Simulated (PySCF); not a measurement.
CHN, SMILES C#N. Coordinates come from a ωB97X-D3(BJ)/def2-TZVPD optimisation.

TDDFT-PBE/def2-TZVPD in PySCF puts the lowest singlet excitations at 8.09, 8.36, 8.36, 8.86, 8.86, 9.08 eV and the lowest triplet (TDA) at 6.52 eV.

Problem. What are the lowest singlet roots from EOM-CCSD/aug-cc-pVDZ (PySCF)? (Estimate from the structure and the level; the computed values follow.)

Solution. 8.60, 8.93, 8.93, 9.36, 9.36, 10.22 eV; triplets 6.51, 7.67, 7.67 eV. S1 differs by 0.51 eV (second minus first; roots are paired by order, and the bases may differ).
